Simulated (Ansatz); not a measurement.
Cost and result for the atomization energy of `[AlH2][S][SiH3]` (8 atoms, 7 bonds).

Charge 0, multiplicity 1. All single points use the PBE0-D4/def2-TZVP geometry. Program: Ansatz. All runs use 2 threads of an Intel Xeon on a shared host. Times are those of one run each, without the atoms' runs, and a repeat can differ threefold. Electronic energies, without spin–orbit coupling; frozen cores. CCSD(T)/CBS adds CCSD(T) − MP2 in def2-TZVPP to the MP2 limit, and its time is that of the two runs behind it. T1 = 0.011. HSE06 is the plane-wave form, built on full-range PBE exchange.

CCSD(T)/CBS is a level of theory with its own doubt, some kJ/mol a heavy atom from the limit and from the frozen cores, so smaller differences don't rank the functionals.

| level | functions | wall time | atomization (kJ/mol) | difference from CCSD(T)/CBS | per bond |
| --- | --- | --- | --- | --- | --- |
| CCSD(T)/def2-SVP | 79 | 1.2 s | 2089.2 | -168.1 | -24.0 |
| BLYP-D4/def2-TZVPP | 196 | 1.8 s | 2204.8 | -52.5 | -7.5 |
| PBE0-D4/def2-TZVPP | 196 | 2.4 s | 2211.5 | -45.8 | -6.5 |
| BHLYP-D4/def2-TZVPP | 196 | 2.5 s | 2221.6 | -35.7 | -5.1 |
| HSE06-D4/def2-TZVPP | 196 | 2.7 s | 2212.2 | -45.1 | -6.4 |
| r2SCANh-D4/def2-TZVPP | 196 | 3.7 s | 2247.0 | -10.3 | -1.5 |
| B2PLYP/def2-TZVPP | 196 | 4 s | 2207.5 | -49.8 | -7.1 |
| PBE-QIDH/def2-TZVPP | 196 | 4.1 s | 2217.4 | -39.9 | -5.7 |
| B97M-V/def2-TZVPP | 196 | 6.5 s | 2294.3 | 37.0 | 5.3 |
| ωB97M-V/def2-TZVPP (with forces) | 196 | 9 s | 2258.5 | 1.2 | 0.2 |
| MP2/def2-QZVPP | 360 | 13 s | 2222.7 | -34.6 | -4.9 |
| CCSD(T)/def2-TZVPP | 196 | 20 s | 2192.5 | -64.8 | -9.3 |
| CCSD(T)/CBS(def2) | – | 32 s | 2257.3 | 0.0 | 0.0 |

The D4 term adds +29.1 kJ/mol with B3LYP and +15.1 kJ/mol with PBE0; it sums over pairs of atoms, weighted by their polarisabilities, and B3LYP, whose exchange is more repulsive, gets the larger term. From r2SCAN to r2SCAN0 (25 % exact exchange), in def2-TZVPP and without D4, the atomization energy moves by −16.9 kJ/mol: exact exchange takes away binding that semilocal exchange gives to molecules. In def2-TZVPP, CCSD(T) changes the Hartree–Fock value by +474.4 kJ/mol (the triples alone add +22.8 kJ/mol) and MP2 by +466.2 kJ/mol; breaking electron pairs costs correlation energy, which Hartree–Fock lacks.

B3LYP here is the variant with VWN-RPA as its local correlation; programs differ in this.
